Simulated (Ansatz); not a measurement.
Input for Ansatz (an electronic-structure program): R-PBE/def2-TZVPPD on CH3NO (SMILES NC=O) with ghost functions. Files ending in .json are basis or fitting sets from the Basis Set Exchange.

Ansatz 0.2 input:
```yaml
crystal:
  periodic: [false, false, false]
  atoms:
    - {symbol: C, position_ang: [2.01864900, -0.05288300, 0.00000000]}
    - {symbol: O, position_ang: [1.45220000, -1.14363400, 0.00000000]}
    - {symbol: N, position_ang: [1.40777000, 1.14248400, 0.00000000]}
    - {symbol: H, position_ang: [1.96459600, 1.97703600, 0.00000000]}
    - {symbol: H, position_ang: [0.38724400, 1.20778200, 0.00000000]}
    - {symbol: H, position_ang: [3.11706100, 0.01370100, 0.00000000]}
basis:
  gaussian:
    orbitals: def2-TZVPPD.json
    ghost_atoms:
      - {symbol: C, position_ang: [-2.01864900, 0.05288300, 0.00000000]}
      - {symbol: O, position_ang: [-1.45220000, 1.14363400, 0.00000000]}
      - {symbol: N, position_ang: [-1.40777000, -1.14248400, 0.00000000]}
      - {symbol: H, position_ang: [-1.96459600, -1.97703600, 0.00000000]}
      - {symbol: H, position_ang: [-0.38724400, -1.20778200, 0.00000000]}
      - {symbol: H, position_ang: [-3.11706100, -0.01370100, 0.00000000]}
hamiltonian:
  xc: {name: PBE}
scf: {lower_state_search: off}
```

The log:

```
WARN ansatz: RAYON_NUM_THREADS=6 ignored (pool sized by the plan → 6); use --threads N
Functional definition: PBE
these checks for a lower state are left out or cut short: stability, starts, cluster_reference, orbital_swaps, neighbouring_geometries, increment
integrals: 0.29 GiB planned
1385 factors; their error is unknown
mean field: 2.19 GiB planned
mean field evaluation 1: about -4611.2078 eV, gradient 6.9e1 eV
mean field evaluation 2: about -4562.3319 eV, gradient 1.6e2 eV
mean field evaluation 4: about -4619.6280 eV, gradient 1.4e1 eV
mean field evaluation 8: about -4619.9801 eV, gradient 4.9e-2 eV
mean field evaluation 16: about -4619.9665 eV, gradient 2.2e-5 eV
mean field -4619.96645161 eV, -169.7806355710 hartree, gradient 2.6e-6 eV, S^2 0.000000; 0 other end points of the search recorded, 0 dependent functions left out
reference -4619.96650489 eV, -169.7806375291 hartree; 12, 12 occupied and 318, 318 virtual orbitals, 1385 factors
Total energy: -4619.96650489 eV, -169.7806375291 hartree
Checks for a lower state left out: stability, starts, cluster_reference, orbital_swaps, neighbouring_geometries, increment
```

Self-consistency was reached.

Cost: very roughly 5 core-seconds.
